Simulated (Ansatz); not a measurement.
## H2B–Al, singlet: reading a ladder of total energies

Geometry: a point of a breathe scan, not a stationary point.

```yaml
atoms:
  - { symbol: B, position_ang: [0.0000, 0.0000, 2.9963] }
  - { symbol: Al, position_ang: [0.0000, 0.0000, -1.5249] }
  - { symbol: H, position_ang: [0.0000, 2.0280, 4.3416] }
  - { symbol: H, position_ang: [0.0000, -2.0280, 4.3416] }
```

Basis 6-31G; Ansatz 0.2.0. Only valence electrons are correlated (noble-gas cores frozen), which leaves 8 electrons in 20 orbitals. R marks a restricted (for open shells ROHF) determinant.

Full CI is exact within this basis and frozen core; it isn't the basis-set limit.

Runs differ by some tens of microhartree through their thresholds, so steps under 0.03 kcal/mol mean nothing.

```csv
level,total energy (hartree)
RHF,-267.266055
RMP2,-267.378298
RCCSD*,-267.459680
RCCSD(T)*,-267.485872
RCCSDT*,-267.481763
RCCSDT(Q)*,-267.484093
RCCSDTQ*,-267.482334
full CI,-267.482191
```

What is the correlation energy at full CI, and what share of it do RMP2 and RCCSD recover?

E(corr) = -267.482191 − (-267.266055) = -0.216136 hartree = -5.881 eV. RMP2: -0.112243 / -0.216136 = 51.93 %. RCCSD: -0.193625 / -0.216136 = 89.58 %.

By how many kcal/mol does RCCSD(T) miss full CI (1 hartree = 627.509 kcal/mol), and which steps make up the rest?

-267.485872 − (-267.482191) = -0.003681 hartree = -2.31 kcal/mol. Steps: RCCSDT − RCCSD(T) = 2.58, RCCSDT(Q) − RCCSDT = -1.46, RCCSDTQ − RCCSDT(Q) = 1.10, full CI − RCCSDTQ = 0.09 kcal/mol. With more than one leading determinant such errors change with state and geometry, and needn't cancel in differences.

An asterisk marks runs whose energy the program itself flagged as in doubt.
